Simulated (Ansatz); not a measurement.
Barrier H + CH4 (SMILES C) via CH5, on the benchmark's geometries as Psi4's copy gives them; open shells unrestricted, no zero-point energy, no spin–orbit coupling.
Transition structure (charge 0, multiplicity 2, Z-matrix in Å and degrees):
```
C
H 1 1.0831
H 1 1.0831 2 114.76
H 1 1.0831 2 114.76 3 136.09
H 1 1.3826 2 103.46 3 -111.96
H 5 0.9041 2 147.17 1 180.00
```

Frozen-core correlation.

Programs: Ansatz (Gaussian orbitals). Values without a source in brackets are computed.

The barrier height is − E(H) − E(CH4) + E(TS). Total energies (hartree):

```csv
level,H,CH4,TS
HF/aug-cc-pVDZ,-0.4993343,-40.1996227,-40.6615418
CCSD(T)/aug-cc-pVDZ,-0.4993343,-40.3952309,-40.8711662
HF/aug-cc-pVTZ,-0.4998212,-40.2136260,-40.6759475
CCSD(T)/aug-cc-pVTZ,-0.4998212,-40.4409156,-40.9173171
```

Question: Work out the barrier height at the basis-set limit: extrapolate the CCSD(T) correlation part as X⁻³, take Hartree–Fock from the larger set.

Answer: 
1. Differences (1 hartree = 627.509 kcal/mol): HF/aug-cc-pVDZ 23.478; CCSD(T)/aug-cc-pVDZ 14.683; HF/aug-cc-pVTZ 23.531; CCSD(T)/aug-cc-pVTZ 14.696.
2. Correlation parts, CCSD(T) less HF: -8.795 in aug-cc-pVDZ (X = 2), -8.835 in aug-cc-pVTZ (X = 3).
3. Limit (3³·(-8.835) − 2³·(-8.795))/(3³ − 2³) = -8.852; with HF/aug-cc-pVTZ it gives 14.679.
Result: 14.68 kcal/mol, against 14.68 at CCSD(T)/aug-cc-pVDZ. It is an estimate of this method's limit, not of the exact value.

Ansatz is a program for electronic structure.
